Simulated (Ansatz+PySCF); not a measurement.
Values are calculated unless marked as measured or tabulated.
Several solutions for triplet NH2F

```xyz
4

N     0.0000    0.0000   -0.1963
H     0.0000    0.0000    1.3739
H    30.0000    0.0000   -1.8220
F    30.0000    0.0000    0.2024
```

Basis set: 6-31G (spherical functions). Charge 0, multiplicity 3.

ROHF was run from several starts with Ansatz (development build ahead of 0.2.0) and PySCF 2.14.0.

```csv
run,program,start,converged,energy (hartree),<S²>
A,PySCF,"guess huckel, instabilities followed",yes,-154.59588,2.00
B,Ansatz,search for the lowest state,yes,-154.60141,2.00
C,PySCF,"guess 1e, instabilities followed",yes,-154.60141,2.00
D,Ansatz,"atomic start, no search",yes,-154.59588,2.00
E,PySCF,"guess atom, instabilities followed",yes,-154.59588,2.00
F,PySCF,"guess minao, instabilities followed",yes,-154.59588,2.00
G,Ansatz,stability test followed,yes,-154.59588,2.00
H,PySCF,program defaults,yes,-154.59588,2.00
```

(1) Which runs reached the lowest solution of this kind, and what is wrong with the others?

Results:

(1) B, C reached the lowest solution found. Converged but too high: A by 0.15 eV, D by 0.15 eV, E by 0.15 eV, F by 0.15 eV, G by 0.15 eV, H by 0.15 eV. Convergence only shows a stationary point, and even a stable one can lie too high; stability tests and further starts are what find lower ones. Caution: this determinant is likely not that of the ground state. Caution: an unrestricted determinant lies well below (4.10 eV lower).
